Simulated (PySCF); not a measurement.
# Reproducing measurements on C2H2O

**What was measured.**

From NIST CCCBDB Release 22 (SRD 101), experimental dipoles, for the gas: dipole moment (microwave Stark effect) 1.42 D.

From NIST CCCBDB Release 22 (SRD 101), experimental polarizabilities, for the gas: mean polarisability 4.4 Å³.

The results are set against them at the end.

C₂H₂O.
SMILES with atom numbers: `[CH2:1]=[C:2]=[O:3]` (hydrogens: H4, H5 on C1)

Geometry (PBE0-D3(BJ)/def2-SVP, Å), atoms numbered from 1 in this order:
```xyz
5
C2H2O angstrom
C     -0.542    0.023    0.029
C      0.770   -0.032   -0.042
O      1.928   -0.081   -0.105
H     -1.042    0.992    0.049
H     -1.115   -0.903    0.068
```

Runs made with PySCF (gas phase, on this PBE0-D3(BJ)/def2-SVP geometry; no spin–orbit coupling):

```csv
level,job,basis functions
"PBE0-D3(BJ)/def2-SVP, grid level 1",geometry optimisation from an MMFF94s start,52
CAM-B3LYP/def2-SVPD,"10 singlets by full TDDFT, 4 Tamm–Dancoff triplets, polarisability, ΔSCF ions",79
BHandHLYP/def2-SVPD,"10 singlets by full TDDFT, 4 Tamm–Dancoff triplets, polarisability, ΔSCF ions",79
HF/def2-SVPD,"10 singlets by TDHF, 4 Tamm–Dancoff triplets, polarisability, ΔSCF ions",79
LDA/def2-SVPD,"10 singlets by full TDDFT, 4 Tamm–Dancoff triplets, polarisability, ΔSCF ions",79
LC-wPBE/def2-SVPD,"10 singlets by full TDDFT, 4 Tamm–Dancoff triplets, polarisability, ΔSCF ions",79
PBE0/6-31+G*,"10 singlets by full TDDFT, 4 Tamm–Dancoff triplets, polarisability",58
PBE0/6-31G*,"10 singlets by full TDDFT, 4 Tamm–Dancoff triplets, polarisability",46
PBE0/aug-cc-pVDZ,"10 singlets by full TDDFT, 4 Tamm–Dancoff triplets, polarisability",87
PBE0/aug-cc-pVTZ,"10 singlets by full TDDFT, 4 Tamm–Dancoff triplets, polarisability",184
PBE0/def2-TZVPD,"10 singlets by full TDDFT, 4 Tamm–Dancoff triplets, polarisability",132
B3LYP/pcJ-1,spin–spin couplings from 5 perturbed nuclei,101
PBE/def2-SVPD,"10 singlets by full TDDFT, 4 Tamm–Dancoff triplets, polarisability, ΔSCF ions",79
PBE0/def2-SVPD,"10 singlets by full TDDFT, 4 Tamm–Dancoff triplets, polarisability, ΔSCF ions",79
PBE0/def2-SVP,"10 singlets by full TDDFT, 4 Tamm–Dancoff triplets, polarisability",52
wB97X-D/def2-SVPD,"10 singlets by full TDDFT, 4 Tamm–Dancoff triplets, polarisability, ΔSCF ions",79
```

All basis functions are spherical.

## Comparison

**Dipole moment.** Measured: 1.42 D (NIST CCCBDB Release 22 (SRD 101), experimental dipoles).

| level | computed (D) | computed − measured (D) | % (from the printed values) |
| --- | --- | --- | --- |
| PBE0-D3(BJ)/def2-SVP | 1.37 | -0.05 | -4 |
| CAM-B3LYP/def2-SVPD | 1.59 | +0.17 | +12 |
| BHandHLYP/def2-SVPD | 1.68 | +0.26 | +18 |
| HF/def2-SVPD | 1.82 | +0.40 | +28 |
| LDA/def2-SVPD | 1.53 | +0.11 | +8 |
| LC-wPBE/def2-SVPD | 1.53 | +0.11 | +8 |
| PBE0/6-31+G* | 1.54 | +0.12 | +8 |
| PBE0/6-31G* | 1.44 | +0.02 | +1 |
| PBE0/aug-cc-pVDZ | 1.50 | +0.08 | +6 |
| PBE0/aug-cc-pVTZ | 1.50 | +0.08 | +6 |
| PBE0/def2-TZVPD | 1.50 | +0.08 | +6 |
| B3LYP/pcJ-1 | 1.50 | +0.08 | +6 |

12 of the 18 levels run are shown, the closest and the furthest among them. The computed dipoles belong to one fixed geometry; measured ones are averaged over vibrations unless marked μe. Magnitudes are compared, not signs.

**Mean polarisability.** Measured: 4.4 Å³ (NIST CCCBDB Release 22 (SRD 101), experimental polarizabilities).

| level | computed (Å³) | computed − measured (Å³) | % (from the printed values) |
| --- | --- | --- | --- |
| CAM-B3LYP/def2-SVPD | 4.15 | -0.25 | -6 |
| LDA/def2-SVPD | 4.26 | -0.14 | -3 |
| PBE/def2-SVPD | 4.23 | -0.17 | -4 |
| PBE0/def2-SVPD | 4.13 | -0.27 | -6 |
| LC-wPBE/def2-SVPD | 4.09 | -0.31 | -7 |
| PBE0/6-31+G* | 3.71 | -0.69 | -16 |
| PBE0/6-31G* | 3.02 | -1.38 | -31 |
| PBE0/aug-cc-pVDZ | 4.22 | -0.18 | -4 |
| PBE0/aug-cc-pVTZ | 4.27 | -0.13 | -3 |
| PBE0/def2-SVP | 3.15 | -1.25 | -28 |
| PBE0/def2-TZVPD | 4.25 | -0.15 | -3 |
| wB97X-D/def2-SVPD | 4.17 | -0.23 | -5 |

12 of the 16 levels run are shown, the closest and the furthest among them. Closest is PBE0/aug-cc-pVTZ (-0.13 Å³), furthest PBE0/6-31G* (-1.38 Å³); one molecule doesn't rank methods. All 16 levels lie below the measurement. The computed values are static and purely electronic, with core orbitals frozen in the response (1 au = 0.148185 Å³). The table of measured values doesn't say here whether a value is static or optical, or holds a vibrational part.

The geometry is computed, not the measured one. Where a level misses, the cause wasn't examined.
